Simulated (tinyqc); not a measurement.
Worked calculation: UKS/BLYP in the sto-3g basis, for H2O+, spin multiplicity 2. One step of it, computed by the program tinyqc.

Task: Iteration 2: diagonalisation and new density. Diagonalise F' = X^T F X, C = X C', fill 5 alpha and 4 beta electrons from the bottom; D(s) = C_occ C_occ^T. Each column has its largest component positive (the first on a tie).

extrapolated F(alpha) (hartree), lower triangle:
```
             1O 1s      1O 2s     1O 2px     1O 2py     1O 2pz      2H 1s      3H 1s
1O 1s   -19.039715
1O 2s    -4.887320  -2.364597
1O 2px    0.000000   0.000000  -0.568212
1O 2py    0.000000   0.000000   0.000000  -0.587325
1O 2pz   -0.013005  -0.138103   0.000000   0.000000  -0.561370
2H 1s    -0.742391  -0.717668   0.000000  -0.300729  -0.289768  -0.712780
3H 1s    -0.742391  -0.717668   0.000000   0.300729  -0.289768  -0.260177  -0.712780
```

extrapolated F(beta) (hartree), lower triangle:
```
             1O 1s      1O 2s     1O 2px     1O 2py     1O 2pz      2H 1s      3H 1s
1O 1s   -18.985588
1O 2s    -4.872358  -2.304262
1O 2px    0.000000   0.000000  -0.450147
1O 2py    0.000000   0.000000   0.000000  -0.555731
1O 2pz   -0.012902  -0.137465   0.000000   0.000000  -0.530064
2H 1s    -0.740237  -0.705512   0.000000  -0.297080  -0.286641  -0.707826
3H 1s    -0.740237  -0.705512   0.000000   0.297080  -0.286641  -0.257434  -0.707826
```

X, lower triangle:
```
            1O 1s      1O 2s    1O 2px     1O 2py     1O 2pz      2H 1s     3H 1s
1O 1s    1.023497
1O 2s   -0.135499   1.142149
1O 2px   0.000000   0.000000  1.000000
1O 2py   0.000000   0.000000  0.000000   1.062864
1O 2pz  -0.007172   0.067604  0.000000   0.000000   1.038014
2H 1s    0.018174  -0.207238  0.000000  -0.161649  -0.116978   1.116868
3H 1s    0.018174  -0.207238  0.000000   0.161649  -0.116978  -0.063398  1.116868
```

Give: F' = X^T F X; orbital energies; coefficients C; F' = X^T F X; orbital energies; coefficients C; D(alpha) after iteration 2; D(beta) after iteration 2.

Result:

F' = X^T F X (alpha) (hartree), lower triangle:
```
         1       2       3       4       5       6       7
1  -18.682
2   -2.541  -1.416
3    0.000   0.000  -0.568
4    0.000   0.000   0.000  -0.480
5   -0.025  -0.050   0.000   0.000  -0.497
6   -0.082  -0.243   0.000  -0.206  -0.161  -0.485
7   -0.082  -0.243   0.000   0.206  -0.161  -0.053  -0.485
```

orbital energies (alpha) (hartree): MO1 -19.049, MO2 -1.235, MO3 -0.748, MO4 -0.611, MO5 -0.568, MO6 -0.237, MO7 -0.164

coefficients C (alpha):
```
           MO1     MO2     MO3     MO4    MO5     MO6     MO7
1O 1s    0.994  -0.236   0.000   0.122  0.000  -0.092   0.000
1O 2s    0.026   0.870   0.000  -0.581  0.000   0.564   0.000
1O 2px   0.000   0.000   0.000   0.000  1.000   0.000   0.000
1O 2py   0.000   0.000   0.628   0.000  0.000   0.000   0.888
1O 2pz   0.003   0.186   0.000   0.690  0.000   0.773   0.000
2H 1s   -0.005   0.144   0.446   0.352  0.000  -0.683  -0.724
3H 1s   -0.005   0.144  -0.446   0.352  0.000  -0.683   0.724
```

F' = X^T F X (beta) (hartree), lower triangle:
```
         1       2       3       4       5       6       7
1  -18.628
2   -2.539  -1.352
3    0.000   0.000  -0.450
4    0.000   0.000   0.000  -0.447
5   -0.026  -0.047   0.000   0.000  -0.464
6   -0.081  -0.243   0.000  -0.207  -0.162  -0.483
7   -0.081  -0.243   0.000   0.207  -0.162  -0.053  -0.483
```

orbital energies (beta) (hartree): MO1 -18.995, MO2 -1.186, MO3 -0.731, MO4 -0.582, MO5 -0.450, MO6 -0.217, MO7 -0.146

coefficients C (beta):
```
           MO1     MO2     MO3     MO4    MO5     MO6     MO7
1O 1s    0.994  -0.230   0.000   0.130  0.000  -0.094   0.000
1O 2s    0.026   0.841   0.000  -0.616  0.000   0.570   0.000
1O 2px   0.000   0.000   0.000   0.000  1.000   0.000   0.000
1O 2py   0.000   0.000   0.603   0.000  0.000   0.000   0.904
1O 2pz   0.003   0.190   0.000   0.671  0.000   0.790   0.000
2H 1s   -0.005   0.167   0.465   0.360  0.000  -0.674  -0.711
3H 1s   -0.005   0.167  -0.465   0.360  0.000  -0.674   0.711
```

D(alpha) after iteration 2, lower triangle:
```
         1O 1s   1O 2s  1O 2px  1O 2py  1O 2pz   2H 1s  3H 1s
1O 1s    1.058
1O 2s   -0.249   1.095
1O 2px   0.000   0.000   1.000
1O 2py   0.000   0.000   0.000   0.394
1O 2pz   0.043  -0.239   0.000   0.000   0.511
2H 1s    0.004  -0.080   0.000   0.280   0.270   0.344
3H 1s    0.004  -0.080   0.000  -0.280   0.270  -0.054  0.344
```

D(beta) after iteration 2, lower triangle:
```
         1O 1s   1O 2s  1O 2px  1O 2py  1O 2pz   2H 1s  3H 1s
1O 1s    1.058
1O 2s   -0.248   1.088
1O 2px   0.000   0.000   0.000
1O 2py   0.000   0.000   0.000   0.364
1O 2pz   0.046  -0.253   0.000   0.000   0.486
2H 1s    0.003  -0.081   0.000   0.281   0.273   0.374
3H 1s    0.003  -0.081   0.000  -0.281   0.273  -0.059  0.374
```
